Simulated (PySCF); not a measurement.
C5H11S (charge -1).
Atom-mapped SMILES: `[CH3:1][CH2:2][C:3]([CH3:4])([CH3:5])[S-:6]` (hydrogens: H7, H8, H9 on C1; H10, H11 on C2; H12, H13, H14 on C4; H15, H16, H17 on C5)

Level of theory: PBE0-D3(BJ)/def2-SVP geometry optimisation, gas phase (PySCF).

(1) What internal coordinates does the optimisation give?

Answers

(1) 
| bond | length (Å) | order |
| --- | --- | --- |
| C1–C2 | 1.519 | single |
| C2–C3 | 1.545 | single |
| C3–C4, C3–C5 | 1.532 | single |
| C3–S6 | 1.830 | single |
| C1–H7, C1–H8, C1–H9 | 1.104 | single |
| C2–H10, C2–H11 | 1.108 | single |
| C4–H12 and 3 like bonds | 1.101 | single |
| C4–H14, C5–H15 | 1.112 | single |

Bonds in one row agree within 0.01 Å and their mean is given. Orders are formal, as drawn. A selection of angles:
| angle | degrees |
| --- | --- |
| C2–C1–H7 | 106.8 |
| C2–C1–H8 | 112.1 |
| H7–C1–H8 | 108.4 |
| H7–C1–H9 | 110.0 |
| C1–C2–C3 | 114.7 |
| C1–C2–H10 | 108.6 |
| C3–C2–H10 | 106.4 |
| C3–C2–H11 | 109.7 |
| H10–C2–H11 | 106.9 |
| C2–C3–C4 | 110.1 |
| C2–C3–C5 | 107.6 |
| C2–C3–S6 | 110.9 |
| C4–C3–C5 | 108.4 |
| C4–C3–S6 | 110.2 |
| C3–C4–H12 | 110.5 |
| C3–C4–H14 | 112.7 |
| H12–C4–H13 | 106.8 |
| H12–C4–H14 | 108.8 |

Dihedral angles: C1–C2–C3–C4 63° (synclinal). The mirror-image conformer, all signs reversed, is as good.

Of the pairs four or more bonds apart, S6···H7 is among the closest relative to their van der Waals radii: 2.65 Å, 88 % of the sum of Bondi's values. The 4 C–C bonds span 1.519 Å (C1–C2, drawn single) to 1.545 Å (C2–C3, drawn single), a spread of 0.026 Å.

Point group: C1 (no symmetry element, even within 0.4 Å). Not checked by PBE0-D3(BJ)/def2-SVP frequencies.
